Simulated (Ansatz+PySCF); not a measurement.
Two shapes of triplet BNH₂ in separate pieces.

Shape 1:

```xyz
4

N     0.0000    0.0000   -0.1308
H     0.0000    0.0000    0.9159
B    30.0000    0.0000   -0.7514
H    30.0000    0.0000    3.7571
```

Shape 2:

```xyz
4

N     0.0000    0.0000   -0.4711
H     0.0000    0.0000    3.2974
B    30.0000    0.0000   -0.2087
H    30.0000    0.0000    1.0436
```

Basis set: 6-31G (spherical functions). Left uncorrelated: 2 orbitals. Charge 0, multiplicity 3.

Computed with Ansatz (development build ahead of 0.2.0); each method stands on the lowest determinant of its kind that the runs found.

Q: Which shape is lower in energy, and by how much in each method?

A:

| method | E(2) − E(1) (eV) |
| --- | --- |
| UHF | -1.032 |
| UHF-MP2 | -0.417 |
| UHF-CCSD | -0.453 |
| UHF-CCSD(T) | -0.455 |

Shape 2 is lower. Caution: the unrestricted determinant is a mixture of spin states; the determinant breaks the point group. Caution for UHF-MP2, UHF-CCSD, UHF-CCSD(T): bonds are stretched, where a single reference can fail.
